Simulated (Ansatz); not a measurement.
Wavefunction ladder for `CC1CCOCO1`

```tsv
atom	x (Å)	y (Å)	z (Å)
C1	-0.316	-1.196	1.789
C2	0.201	-0.440	0.592
C3	-0.444	0.925	0.410
C4	-0.001	1.519	-0.915
O5	-0.237	0.607	-1.968
C6	0.404	-0.606	-1.719
O7	-0.048	-1.233	-0.560
H8	0.168	-2.171	1.865
H9	-0.120	-0.637	2.707
H10	-1.393	-1.353	1.700
H11	1.292	-0.303	0.684
H12	-1.532	0.808	0.414
H13	-0.169	1.589	1.235
H14	-0.551	2.429	-1.158
H15	1.072	1.767	-0.877
H16	1.495	-0.437	-1.645
H17	0.179	-1.268	-2.554
```

Charge 0, multiplicity 1. The structure was optimised at the PBE0-D4/def2-TZVP level. Frozen core, restricted reference, Ansatz. CBS rows extrapolate triple and quadruple zeta; past MP2 they add the triple-zeta difference.

| basis | HF (Eh) | MP2 corr. | CCSD corr. | (T) | CCSD(T) total |
| --- | --- | --- | --- | --- | --- |
| def2-TZVPP | -345.01304 | -1.32221 | -1.37127 | -0.05537 | -346.43968 |
| def2-QZVPP | -345.02897 | -1.41386 | – | – | – |
| CBS(def2) | -345.03116 | -1.48174 | -1.53080 | as TZ | -346.61733 |
